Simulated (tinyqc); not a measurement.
Worked calculation: Hueckel theory of the pi electrons, for the molecule Oc1cc[cH-]c1 (SMILES; centres numbered as the heavy atoms are written). One step of it, computed by the program tinyqc.

Problem. Orbitals. Diagonalise; E = alpha + x beta with beta < 0, so the largest x are filled first; degenerate levels share their electrons. P = sum n_i c_ri c_si; each orbital has its largest coefficient positive (the first on a tie).

Hueckel matrix in units of beta (H = alpha + beta A), lower triangle:
```
          1O        2C        3C        4C        5C        6C
1O  2.000000
2C  0.800000  0.000000
3C  0.000000  1.000000  0.000000
4C  0.000000  0.000000  1.000000  0.000000
5C  0.000000  0.000000  0.000000  1.000000  0.000000
6C  0.000000  1.000000  0.000000  0.000000  1.000000  0.000000
```

pi electrons, sum of z_r less the charge = 8

Give: x values; occupations; coefficients; charge and bond-order matrix P.

Solution.

x values: 2.4719  1.7619  0.6180  0.4564  -1.6180  -1.6903

occupations: 2.0000  2.0000  2.0000  2.0000  0.0000  0.0000

coefficients:
```
       MO1      MO2      MO3      MO4      MO5      MO6
1O  0.7751   0.5364   0.0000  -0.3027   0.0000  -0.1412
2C  0.4572  -0.1596   0.0000   0.5840   0.0000   0.6515
3C  0.2551  -0.3552   0.6015   0.2544  -0.3717  -0.4941
4C  0.1733  -0.4661   0.3717  -0.4679   0.6015   0.1837
5C  0.1733  -0.4661  -0.3717  -0.4679  -0.6015   0.1837
6C  0.2551  -0.3552  -0.6015   0.2544   0.3717  -0.4941
```

charge and bond-order matrix P, lower triangle:
```
         1O       2C       3C       4C      5C      6C
1O   1.9601
2C   0.1840   1.1512
3C  -0.1396   0.6437   1.2354
4C   0.0519  -0.2393   0.6287   1.2089
5C   0.0519  -0.2393  -0.2657   0.6562  1.2089
6C  -0.1396   0.6437  -0.2118  -0.2657  0.6287  1.2354
```
